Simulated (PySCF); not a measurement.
Species: (E)-acetaldoxime, C2H5NO.
Atom-mapped SMILES: `[CH3:1]/[CH:2]=[N:3]/[OH:4]` (hydrogens: H5, H6, H7 on C1; H8 on C2; H9 on O4)

All values: CAM-B3LYP/def2-SVPD (PySCF, non-relativistic), on one gas-phase PBE0-D3(BJ)/def2-SVP geometry that isn't relaxed in the solvent. The solvent is an IEF-PCM continuum (Bondi radii, 1.10 Å for H, scaled by 1.2). The model holds no explicit solvent molecules, cavitation or dispersion.

Gas phase at CAM-B3LYP/def2-SVPD: HOMO -8.80 eV, LUMO 1.20 eV, dipole 0.74 D.

Task: What does the continuum do to the energy, the frontier levels and the dipole at CAM-B3LYP/def2-SVPD in dichloromethane and water?

Result: 
```
        solvent      ε  E(solvent) − E(gas) (kJ/mol)  polarisation term (kJ/mol)  distortion of the solute (kJ/mol)  HOMO (eV)  LUMO (eV)  dipole (D)
dichloromethane   8.93                        -20.07                      -22.29                               2.22      -8.86       1.17        1.07
          water  78.36                        -23.73                      -26.89                               3.16      -8.88       1.16        1.13
```

The first energy column is the sum of the next two and covers electrostatics alone. From dichloromethane to water the lowering changes by a factor 1.18, Onsager's factor (ε − 1)/(2ε + 1) by 1.17 and ε itself by 8.8.

Task: How does the static polarisability (CAM-B3LYP/def2-SVPD, frozen core, with the continuum's full static response) change?

Result: 
| medium | isotropic (au) | principal values (au) | ⟨r²⟩ of the electrons (bohr²) |
| --- | --- | --- | --- |
| gas | 40.8 | 29.8, 36.0, 56.6 | 326.5 |
| dichloromethane | 50.8 | 37.1, 45.6, 69.7 | 325.9 |
| water | 52.9 | 38.9, 47.9, 72.1 | 325.7 |

The isotropic value in water is 1.30 times the gas-phase one; no cavity-field correction is applied. ⟨r²⟩ is taken about the centre of nuclear charge.

Time: 14 s; peak memory 0.57 GiB. Hardware: Arm Neoverse N1, one thread, no GPU, shared host with 64 logical CPUs at a one-minute load of 60. This is the whole response run at CAM-B3LYP/def2-SVPD in water, SCF included.

Conformer computed: `[CH3:1]/[CH:2]=[N:3]/[OH:4]`: H–O4–N3–C2 180°.
